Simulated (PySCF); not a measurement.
ClF, charge +1, sextet, geometry from GFN2-xTB of the parent state (a state made from the parent by changing its charge; the spin is typed, not shown lowest); HF/def2-SVP (PySCF).

Here is a job for PySCF.
```python
from pyscf import gto, scf

mol = gto.M(
    atom='''
F    -0.000000   -0.000000   -1.046101
Cl    0.000000    0.000000    0.553818
''',
    basis='def2-svp',
    charge=1,
    spin=5,
    verbose=4,
)

mf = scf.UHF(mol)
mf.kernel()
mf.analyze()
```

Problem. Write the output that PySCF gives for this input, abridged.

Solution. 
```
PySCF version 2.14.0

[INPUT] verbose = 4
[INPUT] num. atoms = 2
[INPUT] num. electrons = 25
[INPUT] charge = 1
[INPUT] spin (= nelec alpha-beta = 2S) = 5
[INPUT] symmetry False subgroup None
[INPUT] Mole.unit = angstrom
[INPUT] Symbol           X                Y                Z      unit          X                Y                Z       unit  Magmom
[INPUT]  1 F      0.000000000000   0.000000000000  -1.046101000000 AA    0.000000000000   0.000000000000  -1.976844388634 Bohr   0.0
[INPUT]  2 Cl     0.000000000000   0.000000000000   0.553818000000 AA    0.000000000000   0.000000000000   1.046564342854 Bohr   0.0

nuclear repulsion = 50.6051326790669
number of shells = 14
number of NR pGTOs = 60
number of NR cGTOs = 32
basis = def2-svp
ecp = {}

******** <class 'pyscf.scf.uhf.UHF'> ********
method = UHF
initial guess = minao
damping factor = 0
level_shift factor = 0
DIIS = <class 'pyscf.scf.diis.CDIIS'>
diis_start_cycle = 1
diis_space = 8
diis_damp = 0
SCF conv_tol = 1e-09
SCF conv_tol_grad = None
SCF max_cycles = 50
direct_scf = True
direct_scf_tol = 1e-13
number electrons alpha = 15  beta = 10
Set gradient conv threshold to 3.16228e-05
init E= -558.644591238472

cycle= 1 E= -557.212522884498  delta_E= 1.43  |g|= 0.515  |ddm|= 9.79

cycle= 2 E= -557.329779052576  delta_E= -0.117  |g|= 0.227  |ddm|= 1.02

cycle= 3 E= -557.348405607965  delta_E= -0.0186  |g|= 0.0415  |ddm|= 0.25

cycle= 4 E= -557.350815631835  delta_E= -0.00241  |g|= 0.0157  |ddm|= 0.212

cycle= 5 E= -557.351267059282  delta_E= -0.000451  |g|= 0.00625  |ddm|= 0.136

cycle= 6 E= -557.351370598372  delta_E= -0.000104  |g|= 0.00222  |ddm|= 0.0894

cycle= 7 E= -557.351385001716  delta_E= -1.44e-05  |g|= 0.000602  |ddm|= 0.0413

cycle= 8 E= -557.351385843621  delta_E= -8.42e-07  |g|= 0.000204  |ddm|= 0.00892

cycle= 9 E= -557.351385918383  delta_E= -7.48e-08  |g|= 5.06e-05  |ddm|= 0.00208

cycle= 10 E= -557.351385922762  delta_E= -4.38e-09  |g|= 1.31e-05  |ddm|= 0.000378

cycle= 11 E= -557.351385923087  delta_E= -3.25e-10  |g|= 4.64e-06  |ddm|= 7.89e-05

Extra cycle  E= -557.351385923123  delta_E= -3.59e-11  |g|= 2.96e-06  |ddm|= 2.36e-05
converged SCF energy = -557.351385923123  <S^2> = 8.7571821  2S+1 = 6.0023935
**** SCF Summaries ****
Total Energy =                        -557.351385923123416
Nuclear Repulsion Energy =              50.605132679066884
One-electron Energy =                 -861.956276677994992
Two-electron Energy =                  253.999758075804749
Two-electron Coulomb Energy =          291.316350792732976
DFT Exchange-Correlation Energy =      -37.316592716928227
**** MO energy ****
                             alpha | beta                alpha | beta
MO #1   energy= -105.347609332479  | -105.299125539335  occ= 1 | 1
MO #2   energy= -26.8679771746555  | -26.7886974676239  occ= 1 | 1
MO #3   energy= -11.1217334201708  | -11.0631534074389  occ= 1 | 1
MO #4   energy= -8.59086113333995  | -8.51713110655222  occ= 1 | 1
MO #5   energy= -8.59012521335312  | -8.51709415204499  occ= 1 | 1
MO #6   energy= -8.58459776587411  | -8.51605287691045  occ= 1 | 1
MO #7   energy= -2.20033401925166  | -1.93085265876691  occ= 1 | 1
MO #8   energy= -1.67980651597042  | -1.33306191609487  occ= 1 | 1
MO #9   energy= -1.33017034461353  | -1.11326003346265  occ= 1 | 1
MO #10  energy= -1.30165937789432  | -1.05167713385839  occ= 1 | 1
MO #11  energy= -1.23148890873061  | -0.441924023127895 occ= 1 | 0
MO #12  energy= -1.00964290891958  | -0.363403467007878 occ= 1 | 0
MO #13  energy= -0.994371054540676 | -0.278702991558573 occ= 1 | 0
MO #14  energy= -0.838311282015187 | -0.196751588165533 occ= 1 | 0
MO #15  energy= -0.137960600546857 | 0.312467486214547  occ= 1 | 0
MO #16  energy= 0.442887845757337  | 0.641140585751289  occ= 0 | 0
MO #17  energy= 0.454460573941216  | 0.664435848712438  occ= 0 | 0
MO #18  energy= 0.470559022607364  | 0.67471608717367   occ= 0 | 0
MO #19  energy= 0.470576178662979  | 0.689297152236241  occ= 0 | 0
MO #20  energy= 0.486564607121557  | 0.68931064309712   occ= 0 | 0
MO #21  energy= 0.601116575838039  | 0.795462647707059  occ= 0 | 0
MO #22  energy= 0.609039266794992  | 0.79982694485997   occ= 0 | 0
MO #23  energy= 0.745933080434026  | 0.892792016357146  occ= 0 | 0

To work with the spin densities directly, `use mulliken_meta_spin()` only printing them here.

 ** Mulliken spin pop alpha/beta on meta-lowdin orthogonal AOs **
 ** Mulliken Spin Density (per AO)  **
spin_pop of  0 F 1s       -0.00000
spin_pop of  0 F 2s        0.05308
spin_pop of  0 F 3s        0.00757
spin_pop of  0 F 2px       0.94838
spin_pop of  0 F 2py       0.07743
spin_pop of  0 F 2pz       0.19024
spin_pop of  0 F 3px       0.00375
spin_pop of  0 F 3py       0.00194
spin_pop of  0 F 3pz       0.00603
spin_pop of  0 F 3dxy     -0.00001
spin_pop of  0 F 3dyz      0.00012
spin_pop of  0 F 3dz^2     0.00373
spin_pop of  0 F 3dxz      0.00050
spin_pop of  0 F 3dx2-y2   -0.00006
spin_pop of  1 Cl 1s        0.00000
spin_pop of  1 Cl 2s        0.00002
spin_pop of  1 Cl 3s        0.04257
spin_pop of  1 Cl 4s        0.84691
spin_pop of  1 Cl 2px       0.00001
spin_pop of  1 Cl 2py       0.00001
spin_pop of  1 Cl 2pz       0.00001
spin_pop of  1 Cl 3px       0.99177
spin_pop of  1 Cl 3py       0.96308
spin_pop of  1 Cl 3pz       0.70327
spin_pop of  1 Cl 4px       0.00526
spin_pop of  1 Cl 4py       0.00543
spin_pop of  1 Cl 4pz       0.02568
spin_pop of  1 Cl 3dxy      0.00001
spin_pop of  1 Cl 3dyz      0.00050
spin_pop of  1 Cl 3dz^2     0.12093
spin_pop of  1 Cl 3dxz      0.00182
spin_pop of  1 Cl 3dx2-y2    0.00004
 ** Mulliken Spin Density (per atom)  **
spin density of  0 F =      1.29270
spin density of  1 Cl =      3.70730
 ** Mulliken pop alpha/beta on meta-lowdin orthogonal AOs **
 ** Mulliken pop       alpha | beta **
pop of  0 F 1s        0.99999 | 1.00000
pop of  0 F 2s        0.99902 | 0.94594
pop of  0 F 3s        0.00779 | 0.00021
pop of  0 F 2px       0.99524 | 0.04686
pop of  0 F 2py       0.99663 | 0.91920
pop of  0 F 2pz       0.99187 | 0.80163
pop of  0 F 3px       0.00376 | 0.00001
pop of  0 F 3py       0.00205 | 0.00012
pop of  0 F 3pz       0.00622 | 0.00019
pop of  0 F 3dxy      0.00004 | 0.00005
pop of  0 F 3dyz      0.00051 | 0.00039
pop of  0 F 3dz^2     0.00545 | 0.00172
pop of  0 F 3dxz      0.00052 | 0.00002
pop of  0 F 3dx2-y2    0.00018 | 0.00024
pop of  1 Cl 1s        1.00000 | 1.00000
pop of  1 Cl 2s        1.00000 | 0.99998
pop of  1 Cl 3s        0.99810 | 0.95554
pop of  1 Cl 4s        0.84910 | 0.00219
pop of  1 Cl 2px       1.00000 | 0.99998
pop of  1 Cl 2py       1.00000 | 0.99999
pop of  1 Cl 2pz       1.00000 | 0.99999
pop of  1 Cl 3px       0.99332 | 0.00155
pop of  1 Cl 3py       0.99332 | 0.03024
pop of  1 Cl 3pz       0.98479 | 0.28152
pop of  1 Cl 4px       0.00526 | 0.00001
pop of  1 Cl 4py       0.00548 | 0.00006
pop of  1 Cl 4pz       0.02940 | 0.00373
pop of  1 Cl 3dxy      0.00001 | 0.00000
pop of  1 Cl 3dyz      0.00200 | 0.00150
pop of  1 Cl 3dz^2     0.12799 | 0.00707
pop of  1 Cl 3dxz      0.00190 | 0.00008
pop of  1 Cl 3dx2-y2    0.00004 | 0.00000
In total            15.00000 | 10.00000
 ** Mulliken atomic charges   ( Nelec_alpha | Nelec_beta ) **
charge of  0F =      0.27415  (     5.00928      3.71658 )
charge of  1Cl =      0.72585  (     9.99072      6.28342 )

WARN: System has nonzero charge 1; the dipole moment is origin-dependent.
Location of origin: [0. 0. 0.]

Dipole moment(X, Y, Z, Debye):  0.00000,  0.00000,  0.21166
```
